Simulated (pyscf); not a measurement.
Elimination: HO–PH• → O=P• + hydrogen (H₂)

Gas phase, doublet surface, charge 0. Bonds broken: O1–H3, P2–H4. Bonds formed: H3–H4. Structures and frequencies: ωB97X-D3(BJ)/def2-SVP in PySCF.

Transition state (Å):

```xyz
4

O      0.9732     1.0199     0.5751
P      0.9571     0.6534    -0.9608
H     -0.1871     0.2962     0.1194
H     -0.5518    -0.0877    -0.6909
```

One imaginary mode, 1998i cm⁻¹; descent along it reached the two sides named.

| bond | change | reactant side (Å) | saddle | product side |
|---|---|---|---|---|
| O1–H3 | breaks | 0.964 | 1.441 | 2.488 |
| P2–H4 | breaks | 1.439 | 1.703 | 4.7 |
| H3–H4 | forms | 2.339 | 0.968 | 0.761 |

Electronic energies relative to the reactant's lowest minimum found (kcal/mol):

| level | barrier | reaction energy | reverse barrier |
|---|---|---|---|
| ωB97X-D3(BJ)/def2-TZVP | 65.2 | +24.5 | 40.7 |
| PBE/def2-TZVP | 56.7 | +22.0 | 34.6 |
| r²SCAN/def2-TZVP | 61.1 | +24.3 | 36.8 |
| B3LYP-D3(BJ)/def2-TZVP | 62.8 | +21.7 | 41.1 |
| PBE0-D3(BJ)/def2-TZVP | 62.6 | +27.3 | 35.4 |
| M06-2X/def2-TZVP | 65.2 | +24.5 | 40.7 |
| ωB97M-D3(BJ)/def2-TZVP | 63.6 | +22.5 | 41.1 |
| HF/def2-TZVP | 80.3 | +28.0 | 52.3 |

With ωB97M-D3(BJ)/def2-TZVP energies and thermal terms (ideal gas, 1 atm, RRHO with modes under 100 cm⁻¹ raised to 100, one conformer, R ln 2 for chiral ones without a mode under 150 cm⁻¹), in kcal/mol:

```tsv
T (K)	ΔH‡	ΔG‡	ΔH	ΔG
298	59.6	59.8	+18.4	+11.3
600	59.2	60.2	+19.0	+3.9
900	58.9	60.7	+19.1	-3.7
1200	58.6	61.4	+19.0	-11.3
```

At the saddle there is also a short H–P contact that neither side keeps. The same reactants have a lower exit, to •O–PH₂ (barrier +50.3 kcal/mol at ωB97M-D3(BJ)/def2-TZVP, against +63.6 kcal/mol here). This is the saddle that the search found; another between the same sides may lie lower. The term symbol of open-shell O=P• was not checked; spin-orbit terms and orbital degeneracy are left out.
